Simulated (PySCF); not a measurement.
Where does pyrimidine take a proton?

Molecule: pyrimidine, `c1cncnc1` (C4H4N2). Numbering: `[cH:1]1[cH:2][n:3][cH:4][n:5][cH:6]1` These are map numbers, not IUPAC locants.

These are calculated values, ωB97X-D3(BJ)/def2-TZVP in PySCF (grid level 2) at geometries from PBE0-D3(BJ)/def2-SVP. Zero-point and thermal terms (298.15 K, 1 bar) come from unscaled PBE0-D3(BJ)/def2-SVP harmonic frequencies, with soft modes damped to free rotors in the entropy.

```tsv
site	product	PA / kJ/mol	GB / kJ/mol
N3 (pyridine-type nitrogen)	c1cnc[nH+]c1	901	871
```

PA is −ΔH and GB is −ΔG of B + H⁺ → BH⁺ in the gas phase. Sites whose products fell apart, merged with another or lost in a GFN2-xTB screen aren't listed.

In benzonitrile the product from N3 is solvated 235 kJ/mol more strongly than the parent (electrostatics only).

Measured values (NIST Chemistry WebBook, evaluated or the median of agreeing entries): proton affinity (−ΔH) 886 kJ/mol (computed 901, difference 15); gas-phase basicity (−ΔG) 856 kJ/mol (computed 871, difference 15).
